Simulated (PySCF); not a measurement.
diphosphorus anion (P2), SMILES P#P (connectivity only; charge and spin as stated), charge -1, multiplicity 2.

Geometry: r2SCAN-D4/def2-TZVPD. The spin state was assumed, not searched.

Method: B3LYP/def2-TZVPD (PySCF).

Isolated molecule, no solvent. A positive occupied level means that this level leaves the electron formally unbound; only the finite basis holds it.

Computed frontier levels, dipole moment:
| Item | Value |
|---|---|
| α spin, highest occupied and lowest empty level | 1.53 and 2.98 eV |
| β spin, highest occupied and lowest empty level | -0.84 and 3.14 eV |
| dipole moment about the centre of nuclear charge | 0.00 D |
| ⟨S²⟩ | 0.755 (pure state 0.75) |
